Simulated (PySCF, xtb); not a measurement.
AlF3, SMILES [F][Al]([F])[F].

Harmonic wavenumbers (cm⁻¹) from xtb with GFN2-xTB at its own minimum, in rising order: 196, 196, 298, 634, 894, 894.

Q: What does PBE-D3(BJ)/def2-TZVP (PySCF) give at its own minimum? (Estimate from the structure and the level; the computed values follow.)

A: 237, 237, 285, 665, 921, 921. Paired by order, the mean absolute difference is 30 cm⁻¹ and the zero-point energies are 4.4 and 4.7 kcal/mol.
